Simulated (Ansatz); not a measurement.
CH$_{5}$AlS. Charge 0, multiplicity 1. The bonds changed during the relaxation, so this is another structure than the one it started from.

Cartesian coordinates in Å:
```
Al -0.592 -0.315 -0.958
C 0.088 -0.422 0.874
S 0.327 1.397 0.581
H 0.453 -0.484 -2.139
H -2.153 -0.136 -1.160
H 1.024 -0.872 1.194
H -0.646 -0.480 1.678
H 1.500 1.312 -0.069
```

Problem. What are the harmonic wavenumbers in cm⁻¹ at PBE0-D4/def2-TZVP (Ansatz, finite differences of forces, unscaled)? (Best estimate.)

Solution. The calculation gave: 225, 273, 386, 421, 581, 594, 661, 689, 757, 811, 1026, 1112, 1404, 1920, 1934, 2706, 3113, 3191.

Problem. Is this a minimum?

Solution. Yes, all 18 modes are real.

Problem. Give the ideal-gas thermochemistry at 298.15 K and 1 bar (rigid rotor, harmonic oscillator; point group C1, symmetry number 1).

Solution. Zero-point energy 130.4 kJ/mol; H(298) − E = 146.6 kJ/mol; entropy 297.7 J/(mol·K), of which translation 162.9, rotation 102.9, vibration 31.9; G(298) − E = 57.9 kJ/mol.

Problem. And at 400, 500, 600, 800 and 1000 K?

Solution. 
| T (K) | H − E (kJ/mol) | S (J/mol/K) | G − E (kJ/mol) |
| --- | --- | --- | --- |
| 400 | 156.2 | 325.2 | 26.1 |
| 500 | 167.0 | 349.2 | -7.6 |
| 600 | 178.8 | 370.7 | -43.6 |
| 800 | 204.9 | 408.1 | -121.6 |
| 1000 | 233.3 | 439.8 | -206.5 |

Problem. Rotational constants (cm⁻¹)?

Solution. 0.4688, 0.1596, 0.1326.
